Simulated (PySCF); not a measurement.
Species: C₅H₈O.
Numbering: `[OH:1][CH2:2][C:3]1=[CH:4][CH2:5][CH2:6]1` (hydrogens: H7 on O1; H8, H9 on C2; H10 on C4; H11, H12 on C5; H13, H14 on C6)

The closed-shell SCF was solved with PySCF and density fitting under several settings on one GFN2-xTB geometry (grid level 2 and gas phase unless stated).

```
           settings  basis functions  SCF cycles     E (Eh)  HOMO (eV)  LUMO (eV)  dipole (D)
      PBE0/pcSseg-1              142          14  -270.1565      -7.05       0.55        1.68
CAM-B3LYP/def2-SVPD              187          12  -270.1837      -8.40       1.25        1.76
```

Estimate the row for these settings: OPBE/def2-SVPD, IEF-PCM dimethylsulfoxide.

| settings | basis functions | SCF cycles | E (Eh) | HOMO (eV) | LUMO (eV) | dipole (D) |
| --- | --- | --- | --- | --- | --- | --- |
| OPBE/def2-SVPD, IEF-PCM dimethylsulfoxide | 187 | 15 | -270.2310 | -5.79 | -0.32 | 2.02 |

Over all rows, what range does the HOMO–LUMO gap span?

From 5.47 eV (OPBE/def2-SVPD, IEF-PCM dimethylsulfoxide) to 9.65 eV (CAM-B3LYP/def2-SVPD). The functional of the narrowest has no exact exchange, that of the widest range-separated exact exchange.

And the dipole moment?

From 1.68 D (PBE0/pcSseg-1) to 2.02 D (OPBE/def2-SVPD, IEF-PCM dimethylsulfoxide); the largest is 1.20 times the smallest, and the median is 1.76 D.

Cycle counts include a coarse-grid stage where the run had one. The structure is a single GFN2-xTB conformer; no vibrational corrections.

Shape of the structure used: `[OH:1][CH2:2][C:3]1=[CH:4][CH2:5][CH2:6]1`: O1–C2–C3–C4 2°, H–O1–C2–C3 -47°.
